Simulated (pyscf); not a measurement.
H₃C–GeH₃ -> GeH₂ [singlet] + CH₄, a 1,1-elimination (singlet surface; Ge–H, C–Ge broken, C–H formed). Structures and frequencies: ωB97X-D3(BJ)/def2-SVP in PySCF. Correlated levels are frozen-core, on RHF or UHF. ΔMP2 is the change of the MP2 total energy from the triple- to the quadruple-zeta basis. Energies in kcal/mol from the reactant's lowest minimum found.

Small-basis levels: PySCF, no dispersion term, spherical d functions. 

Q: In single points HF/6-31G*+LANL2DZ puts the saddle at 81.0 kcal/mol and the reaction energy at +25.4 kcal/mol. Should these be trusted to within a few kcal/mol? Compare with CCSD(T)/def2-TZVPP + ΔMP2(QZVPP).

A: CCSD(T)/def2-TZVPP + ΔMP2(QZVPP) gives ΔE‡ = 63.0 kcal/mol and ΔE = +36.6 kcal/mol. HF/6-31G*+LANL2DZ lies 18.0 kcal/mol over it in the barrier and 11.2 kcal/mol under it in the reaction energy, so on this step it does not hold to within 3.0 kcal/mol. CCSD(T)/def2-TZVPP + ΔMP2(QZVPP) has limits of its own. On the product side the descent ends in a complex, 4.1 kcal/mol under the separated species and 33.6 kcal/mol under the saddle at ωB97X-D3(BJ)/def2-TZVP. At ωB97X-D3(BJ) the barrier from the zero used here is 67.8 kcal/mol. This is the saddle that the search found; another between the same sides may lie lower. The CCSD(T) − MP2 part came from Ansatz, without density fitting, on the same reference. The frozen core leaves the outer d or s,p core shells of the metals and heavy elements correlated in the MP2 and CC values, and def2-TZVPP describes them poorly, which can shift differences by a few kcal/mol. In the def2 sets elements up to Kr have no core potential.
